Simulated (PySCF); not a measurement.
**Worked example: the step energy**

An elementary step of AlH2ClO, closed shell (AlH₂ClO ([OH][AlH][Cl]) → AlHO ([OH][Al]) + HCl; Al–Cl, Al–H broken or loosened, Cl–H formed or tightened). “Start” and “end” are the PBE0-D4/def2-TZVP structures reached by relaxing down either side of its saddle point, with the molecules still in contact.

Computed with PySCF 2.14 with density fitting (its default auxiliary sets; JK sets also for MP2 and CCSD(T)) (basis: def2-TZVPP and def2-QZVPP); correlated methods freeze the cores.

Energies in eV:

| quantity | end | start |
| --- | --- | --- |
| Hartree–Fock, triple zeta (X = 3) | -21158.11211 | -21160.52234 |
| Hartree–Fock, quadruple zeta (X = 4) | -21158.75635 | -21161.17131 |
| MP2 correlation, X = 3 | -13.84932 | -13.80515 |
| MP2 correlation, X = 4 | -15.11088 | -15.09090 |
| CCSD(T) correlation, X = 3 | -15.24930 | -15.07338 |

(1) Work out the step energy at the basis limit: extrapolate Hartree–Fock as E(X) = E∞ + A exp(−7.88 √X) and the MP2 correlation as E(X) = E∞ + B X^−2.97 (the exponents that Neese and Valeev fitted for def2-TZVPP and QZVPP), then add CCSD(T) − MP2 in triple zeta.

T1 diagnostic: at most 0.018. The restricted Hartree–Fock reference is unstable towards an unrestricted one at one or more of these structures.

Answers

(1) Each step is linear, so take the differences first (end − start): Hartree–Fock 2.41023 (X = 3) and 2.41496 (X = 4); MP2 correlation -0.04417 and -0.01998; CCSD(T) correlation -0.17592.
Two points give E∞ = E(4) + w [E(4) − E(3)], with w = 1/(exp(7.88 (2 − √3)) − 1) = 0.1377 for Hartree–Fock and w = 1/((4/3)^2.97 − 1) = 0.7407 for the correlation.
Hartree–Fock: 2.41496 + 0.1377 × 0.00473 = 2.4156 eV.
MP2 correlation: -0.01998 + 0.7407 × 0.02419 = -0.0021 eV.
CCSD(T) − MP2: -0.17592 − (-0.04417) = -0.1317 eV.
Sum: 2.4156 + (-0.0021) + (-0.1317) = 2.2818 eV, or 52.62 kcal/mol. Plain CCSD(T) in triple zeta gives 2.2343 eV, so the larger basis shifts the result by 0.0475 eV.

Labels in which every atom is bracketed show which atoms are joined, not bond orders.

For scale, one of the runs: CCSD(T)/def2-TZVPP, 143 basis functions, launched by `OMP_NUM_THREADS=4 python run.py`. Time: 120 s of wall clock on 4 CPU threads of an AMD EPYC; the host was shared. Peak host memory: 0.8 GiB.
